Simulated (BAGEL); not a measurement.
# B3LYP/aug-cc-pVDZ (density fitting with qzvpp-jkfit) run of Si2H6 (disilane)

What is the energy change on altering one bond length of Si2H6 (disilane) at B3LYP/aug-cc-pVDZ (density fitting with qzvpp-jkfit)? 

The results are computed with BAGEL 1.2.2.

6 further runs of the same task are left out: 6 set aside as unsound or not needed.

## (1) The structure to begin with

The species is Si2H6 (8 atoms), meant as a singlet with charge 0. As SMILES, `[SiH3][SiH3]`. Geometry: relaxed at PBE0-D4/def2-TZVP.

Bond lengths: Si1–Si2 2.338 Å, Si1–H3 1.488 Å, Si1–H4 1.488 Å, Si1–H5 1.488 Å, Si2–H6 1.488 Å, Si2–H7 1.488 Å, Si2–H8 1.488 Å. Some angles: Si1–Si2–H6 110.3°, Si1–Si2–H7 110.3°, Si1–Si2–H8 110.3°, Si2–Si1–H3 110.3°, Si2–Si1–H4 110.3°, Si2–Si1–H5 110.3°, H6–Si2–H7 108.7°, H6–Si2–H8 108.7°, H7–Si2–H8 108.7°, H3–Si1–H4 108.7°.

## (2) The energy at B3LYP/aug-cc-pVDZ (density fitting with qzvpp-jkfit)

dft.json reads:

```json
{ "bagel" : [

{
  "title" : "molecule",
  "basis" : "aug-cc-pvdz.json",
  "df_basis" : "qzvpp-jkfit",
  "angstrom" : true,
  "geometry" : [
    { "atom" : "Si", "xyz" : [   -0.340500,    0.490200,   -1.004900 ] },
    { "atom" : "Si", "xyz" : [    0.363500,   -0.504400,    0.991000 ] },
    { "atom" : "H", "xyz" : [    0.833900,    0.948200,   -1.794900 ] },
    { "atom" : "H", "xyz" : [   -1.112900,   -0.483900,   -1.821900 ] },
    { "atom" : "H", "xyz" : [   -1.208000,    1.664100,   -0.717900 ] },
    { "atom" : "H", "xyz" : [    1.139000,    0.468600,    1.806300 ] },
    { "atom" : "H", "xyz" : [    1.228100,   -1.680500,    0.704000 ] },
    { "atom" : "H", "xyz" : [   -0.811000,   -0.959200,    1.782600 ] }
  ]
},
{
  "title" : "ks",
  "xc_func" : "b3lyp"
},
{
  "title" : "print",
  "file" : "orbitals.molden",
  "orbitals" : true
}

]}
```

The basis set aug-cc-pVDZ is read from a file made from the Basis Set Exchange's data (not shown).

The run is started by

```sh
BAGEL_NUM_THREADS=1 BAGEL dft.json > dft.out
```

What it wrote:

```text
* using 1 threads per process

  ===============================================================
  ===============================================================

  *** Geometry ***

  { "atom" : "Si", "xyz" : [     -0.643452,      0.926344,     -1.898986 ] },
  { "atom" : "Si", "xyz" : [      0.686915,     -0.953178,      1.872719 ] },
  { "atom" : "H", "xyz" : [      1.575843,      1.791838,     -3.391869 ] },
  { "atom" : "H", "xyz" : [     -2.103076,     -0.914438,     -3.442892 ] },
  { "atom" : "H", "xyz" : [     -2.282789,      3.144693,     -1.356634 ] },
  { "atom" : "H", "xyz" : [      2.152398,      0.885526,      3.413412 ] },
  { "atom" : "H", "xyz" : [      2.320773,     -3.175685,      1.330367 ] },
  { "atom" : "H", "xyz" : [     -1.532568,     -1.812625,      3.368626 ] },

  Number of auxiliary basis functions:      364

  Since a DF basis is specified, we compute 2- and 3-index integrals:
    o Being stored without compression. Storage requirement is 0.034 GB

  Number of basis functions:      108
  Number of electrons      :       34

    * METHOD: MOLECULE                             0.15

  *** Kohn-Sham DFT ***

    * Removing 11797 points whose weight is below 1.00e-10
    * Grid points: 107451

  === Nuclear Repulsion ===
    90.7730811600

       - DIIS with orbital gradients will be used.

  === KS iteration (b3lyp / aug-cc-pvdz.json) ===
      0       -569.73860346          0.04726756           0.43
      1       -577.55389122          0.08273015           0.43
      2       -578.12508051          0.06711700           0.42
      3       -582.48707088          0.01709120           0.42
      4       -582.61224540          0.00198284           0.42
      5       -582.61423479          0.00068346           0.42
      6       -582.61451111          0.00005751           0.43
      7       -582.61451275          0.00001125           0.42
      8       -582.61451282          0.00000289           0.42
      9       -582.61451283          0.00000064           0.42
     10       -582.61451283          0.00000003           0.43
     11       -582.61451283          0.00000000           0.42
    * SCF iteration converged.

    * Permanent dipole moment:
           (    0.000041,    -0.000045,    -0.000049) a.u.

    * METHOD: KS                                   5.65

    * METHOD: PRINT                                0.02

  ===============================================================
```

Run time: 6 s. Hardware: 1 thread of Arm Neoverse V2, shared host; peak memory 0.52 GiB.

## (3) The distorted shape

dft.json reads:

```json
{ "bagel": [

{
  "title": "molecule",
  "basis": "aug-cc-pvdz.json",
  "df_basis": "qzvpp-jkfit",
  "angstrom": true,
  "geometry": [
    { "atom": "Si", "xyz": [      -0.080242,       0.138019,      -1.091003 ] },
    { "atom": "Si", "xyz": [       0.623758,      -0.856581,       0.904897 ] },
    { "atom": "H", "xyz": [       1.094158,       0.596019,      -1.881003 ] },
    { "atom": "H", "xyz": [      -0.852642,      -0.836081,      -1.908003 ] },
    { "atom": "H", "xyz": [      -1.208000,       1.664100,      -0.717900 ] },
    { "atom": "H", "xyz": [       1.399258,       0.116419,       1.720197 ] },
    { "atom": "H", "xyz": [       1.488358,      -2.032681,       0.617897 ] },
    { "atom": "H", "xyz": [      -0.550742,      -1.311381,       1.696497 ] }
  ]
},

{
  "title": "ks",
  "xc_func": "b3lyp"
},

{
  "title": "print",
  "file": "orbitals.molden",
  "orbitals": true
}

]}
```

The basis set aug-cc-pVDZ is read from a file made from the Basis Set Exchange's data (not shown).

The run is started by

```sh
BAGEL_NUM_THREADS=1 BAGEL dft.json > dft.out
```

What it wrote:

```text
* using 1 threads per process

  ===============================================================
  ===============================================================

  *** Geometry ***

  { "atom" : "Si", "xyz" : [     -0.151635,      0.260818,     -2.061697 ] },
  { "atom" : "Si", "xyz" : [      1.178732,     -1.618703,      1.710008 ] },
  { "atom" : "H", "xyz" : [      2.067659,      1.126313,     -3.554581 ] },
  { "atom" : "H", "xyz" : [     -1.611260,     -1.579964,     -3.605603 ] },
  { "atom" : "H", "xyz" : [     -2.282789,      3.144693,     -1.356634 ] },
  { "atom" : "H", "xyz" : [      2.644214,      0.220000,      3.250701 ] },
  { "atom" : "H", "xyz" : [      2.812589,     -3.841210,      1.167656 ] },
  { "atom" : "H", "xyz" : [     -1.040752,     -2.478151,      3.205915 ] },

  Number of auxiliary basis functions:      364

  Since a DF basis is specified, we compute 2- and 3-index integrals:
    o Being stored without compression. Storage requirement is 0.034 GB

  Number of basis functions:      108
  Number of electrons      :       34

    * METHOD: MOLECULE                             0.16

  *** Kohn-Sham DFT ***

    * Removing 11459 points whose weight is below 1.00e-10
    * Grid points: 107789

  === Nuclear Repulsion ===
    89.3137342268

       - DIIS with orbital gradients will be used.

  === KS iteration (b3lyp / aug-cc-pvdz.json) ===
      0       -569.75331569          0.04661538           0.45
      1       -573.33493294          0.09501237           0.44
      2       -572.34986636          0.07858647           0.44
      3       -575.07031145          0.08141245           0.44
      4       -582.47696804          0.01243526           0.44
      5       -582.54926889          0.00761506           0.44
      6       -582.57704891          0.00226759           0.43
      7       -582.58014818          0.00070693           0.43
      8       -582.58039265          0.00022956           0.44
      9       -582.58042240          0.00003888           0.42
     10       -582.58042312          0.00000562           0.42
     11       -582.58042315          0.00000108           0.42
     12       -582.58042315          0.00000047           0.41
     13       -582.58042315          0.00000007           0.42
     14       -582.58042315          0.00000003           0.42
     15       -582.58042315          0.00000001           0.42
     16       -582.58042315          0.00000000           0.42
    * SCF iteration converged.

    * Permanent dipole moment:
           (   -0.166999,     0.226927,     0.007204) a.u.

    * METHOD: KS                                   7.84

    * METHOD: PRINT                                0.02

  ===============================================================
```

It took 8.4 s on 1 thread of Arm Neoverse V2, shared host; peak memory 0.52 GiB.

## (4) Summary of results

At B3LYP/aug-cc-pVDZ (density fitting with qzvpp-jkfit):

| quantity | value |
| --- | --- |
| first shape: total energy | -582.61451 Eh |
| first shape: dipole moment | 0.00 D |
| first shape: HOMO energy | -8.20 eV |
| first shape: LUMO energy | -0.33 eV |
| first shape: HOMO–LUMO gap | 7.87 eV |
| distorted shape: total energy | -582.58042 Eh |
| distorted shape: dipole moment | 0.72 D |
| distorted shape: HOMO energy | -8.12 eV |
| distorted shape: LUMO energy | -1.13 eV |
| distorted shape: HOMO–LUMO gap | 6.99 eV |
| energy change with the Si1–H5 bond stretched from 1.488 to 1.934 Å | 0.928 eV |

With the Si1–H5 bond stretched from 1.488 to 1.934 Å the energy rises by 0.93 eV (21.4 kcal/mol). The first shape isn't relaxed at this level, so the change isn't measured from a minimum.
